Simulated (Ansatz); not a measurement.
For hcp Tc, PBEsol in Ansatz (plane waves, PAW) gives:

```
Item                  Value
------------------  -------
lattice constant a  2.724 Å
c axis length       4.359 Å
```

What does HSE06 in Ansatz (PAW) give for the same quantities?


- lattice constant a: 2.718 Å (falls by 0.2 %)
- lattice parameter c: 4.350 Å (shrinks by 0.2 %)

For comparison: lattice constant a 2.741 Å (measured, 293 K, not corrected to a static lattice; as tabulated in Wikipedia's data pages); lattice parameter c 4.399 Å (measured, 293 K, not corrected to a static lattice; as tabulated in Wikipedia's data pages).

Changes are worked out from the printed values.

Unless a cell is named, each level is at its own relaxed cell (PBEsol 14.00, HSE06 13.91 Å³/atom).

Ansatz's density-functional and Hartree–Fock values are scalar-relativistic unless marked +SOC, with PAW data made under PBE.

Ansatz is a program for electronic structure.
